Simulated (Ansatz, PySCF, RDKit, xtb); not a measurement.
# Solving SiNH3O, step by step

Task: start from the formula SiNH3O, draw up candidate structures, narrow them down in stages, and characterise the one that lies lowest at 298.15 K.

Plan: many cheap relaxations first (GFN2-xTB), then density-functional screening, relaxation at PBE0-D4/def2-TZVP, vibrations and a final energy. The numbers are computed, not measured.

4 further runs of the same task are left out: 4 set aside as unsound or not needed.

### Step 1. Possible bonding patterns

A program enumerates the bonding patterns with one Lewis structure each (two rings at most, one unusual centre or charged pair), with their diastereomers. O–O, O–halogen and N–halogen bonds and N–N–N chains are not drawn. That gives 20 candidates.

c052 [N-]=[O+][SiH3]; c100 N1O[SiH2]1; c106 N[Si]O (triplet); c127 [O-][NH2+][SiH] (triplet); c138 N=[Si-][OH2+]; c279 NO[SiH]; c302 NO[SiH] (triplet); c330 [NH3+][Si-]=O; c350 N=[SiH]O; c355 [nH]1[oH+][siH-]1; c550 [NH2+]1O[SiH-]1; c664 N[SiH]=O; c666 ON[SiH]; c682 O=N[SiH3]; c707 ON[SiH] (triplet); c776 N[Si]O; c819 [O-][NH+]=[SiH2]; c881 [NH-][O+]=[SiH2]; c928 ON=[SiH2]; c966 [O-][NH2+][SiH].

Candidates are built by distance geometry, with a force field where one applies, in up to four conformers (letters a to d). 10 starts with atoms placed at random are added, to find patterns that the rules miss.

Q: Predict the outcome of this search (final energies at CCSD(T)/def2-TZVPP).

| quantity | value |
| --- | --- |
| lowest structure found | N[Si]O, singlet, Cs |
| next finalist | N[SiH]=O, singlet, 5.2 kcal/mol higher in G |
| share at equilibrium, among the finalists | 100.0 % |
| harmonic wavenumbers, lowest and highest (PBE0-D4/def2-TZVP) | 310 and 3917 cm⁻¹ |
| rotational constants, same geometry | 0.8268, 0.2862, 0.2126 cm⁻¹ |
| dipole moment (PBE0/def2-TZVPD) | 0.62 D |
| HOMO energy (PBE0/def2-TZVPD) | -6.66 eV |
| LUMO energy (PBE0/def2-TZVPD) | -0.82 eV |
| HOMO–LUMO gap (PBE0/def2-TZVPD) | 5.85 eV |
| lowest excitation (TD-B3LYP/def2-SVPD) | 5.06 eV (f = 0.102) |
| strongest of the states computed, same level | 7.33 eV (f = 0.325) |
| lowest triplet excitation, same level, Tamm-Dancoff | 3.20 eV |
| vertical ionisation energy | 8.94 eV |
| vertical electron affinity | -0.95 eV (unbound: the value depends on the basis) |
| vertical triplet less singlet | +3.04 eV |

`N[Si]O` comes out lowest. The margin of 5.2 kcal/mol over the next finalist is beyond the usual error of the last level; it says nothing of structures that weren't ranked. HF/STO-3G, r2SCAN-D4/def2-SVP, PBE0-D4/def2-TZVP, HF/def2-TZVPP and MP2/def2-TZVPP already put its bonding pattern lowest among the structures in one piece; GFN2-xTB favours the singlet N[SiH]=O. Lowest found is not proven lowest: the search is finite, and each finalist counts with one conformer. Patterns outside the rules of the enumeration were met only by chance.
